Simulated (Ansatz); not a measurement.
Species: CH3S (charge -1, singlet). It need not be the lowest isomer of its formula. Whether it binds its extra electron was not tested at this geometry. 
Geometry from a B3LYP-D3(BJ)/def2-TZVP (Ansatz, a program for electronic structure) optimisation:
SMILES: C[S-]
```xyz
5

C     -0.0241     1.1232     0.0188
S      0.0153    -0.7098    -0.0119
H     -1.0502     1.5179     0.0084
H      0.4607     1.5353     0.9153
H      0.4902     1.5653    -0.8465
```
Charge -1, spin multiplicity 1.

Basis-set convergence of Hartree-Fock and MP2 correlation energies (hartree) with Ansatz. Cores are frozen in the correlated levels unless marked. Spin-orbit coupling is left out. Non-relativistic. This anion needs diffuse functions, which these sets lack.

| basis | functions | E(HF) | E(corr, MP2) |
|---|---|---|---|
| cc-pV(D+d)Z | 52 | -437.13209 | -0.28420 |
| cc-pV(T+d)Z | 111 | -437.16764 | -0.36686 |
| cc-pV(Q+d)Z | 209 | [?] | [?] |

Some entries are withheld; supply them.


- cc-pV(Q+d)Z, E(HF): -437.17798
- cc-pV(Q+d)Z, E(corr, MP2): -0.39669
